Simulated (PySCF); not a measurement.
HCN: calculation against measurement

Isolated HCN, optimised in PySCF with density fitting and no spin–orbit coupling; def2 sets carry scalar-relativistic core potentials from Rb on. It is a singlet of C∞v symmetry: PBE0/def2-TZVP C–H 1.069 Å, C–N 1.146 Å, H–C–N 180.0°.

Counting electrons, carbon keeps none of its valence electrons outside its bonds, so the VSEPR class is AX2 and the expected shape is linear; with unlike ligands the computed point group is C∞v.

Measured fundamentals (Jacox, Vibrational and Electronic Energy Levels of Polyatomic Transient Molecules, as compiled in the NIST Chemistry WebBook) beside computed harmonic wavenumbers, in cm⁻¹:

```json
{"mode as compiled": "Σ+ nh stretch", "computed symmetry": "σ+", "measured": "3652.7", "medium": "gas", "PBE0/def2-TZVP": "3459"}
{"mode as compiled": "Π bend", "computed symmetry": "π", "measured": "462.7", "medium": "gas", "PBE0/def2-TZVP": "776"}
{"mode as compiled": "Σ+ nc stretch", "computed symmetry": "σ+", "measured": "2023.9", "medium": "gas", "PBE0/def2-TZVP": "2224"}
```

Problem. How close does the calculation come?

Solution. Mean absolute differences: PBE0/def2-TZVP 27.7 %. The mean ratio of measured to computed values at PBE0/def2-TZVP is 0.854. Harmonic values should lie a little above fundamentals, most of all for X–H stretches. Differences this large suggest that the computed state or structure is not the one observed, or that an assignment is in doubt.

Problem. The measured dipole moment is 2.98 D (NIST CCCBDB Release 22 (SRD 101), experimental dipoles). What do the calculations give?

Solution. PBE0/def2-TZVP 3.03 D. The measured value is a vibrational average, and the basis lacks diffuse functions.

Problem. The measured mean polarisability is 2.593 Å³ (NIST CCCBDB Release 22 (SRD 101), experimental polarizabilities). What do the calculations give?

Solution. PBE0/def2-TZVP 2.21 Å³. Basis sets without diffuse functions underestimate polarisabilities.
